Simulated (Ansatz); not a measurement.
Correlation methods on C₂H, doublet

Computed with Ansatz's Gaussian-basis code (development build); BCCD by scripts on PySCF. Settings: STO-3G; 2 core orbitals frozen; no relativity. Perturbation and coupled-cluster methods stand on the Hartree–Fock determinant that coupled cluster favours; RHF here means ROHF, with semicanonical perturbation theory. The state met can differ between shapes. Small basis; these aren't basis-limit values. The unrestricted determinant is a mixture of spins, so it may stand for another state.

Shape A. A bond is stretched, to 2.12 times the sum of the covalent radii.

```xyz
3

C     0.0000    0.0000    0.0000
H     0.0000    0.0000   -2.2720
C     0.0000    0.0000    1.2170
```

Shape B. A bond is stretched, to 1.50 times the sum of the covalent radii.

```
atom   x (Å)   y (Å)    z (Å)
   C  0.0000  0.0000   0.0000
   H  0.0000  0.0000  -1.0470
   C  0.0000  0.0000   2.2758
```

Shape C:

```xyz
3

C     0.0000    0.0000    0.0000
H     0.0000    0.0000   -1.2564
C     0.0000    0.0000    1.2170
```

Correlation energy of CCSD(T), then each method's total less that of CCSD(T), in eV:

```csv
case,E corr CCSD(T),CCSD,BCCD,BCCD(T),determinant
A RHF,-7.221,+0.340,+0.283,-0.012,–
B UHF,-1.571,+0.022,+0.028,-0.013,⟨S²⟩ = 2.514
C RHF,-4.746,+0.026,+0.026,0.000,–
```

How far does full CI lie from CCSD(T) in each case, and where is CCSD(T) within 1 kcal/mol (0.043 eV)?

A RHF: -0.050 eV (outside); B UHF: -0.091 eV (outside, spin-contaminated determinant); C RHF: -0.058 eV (outside).

Several Brueckner solutions were met.
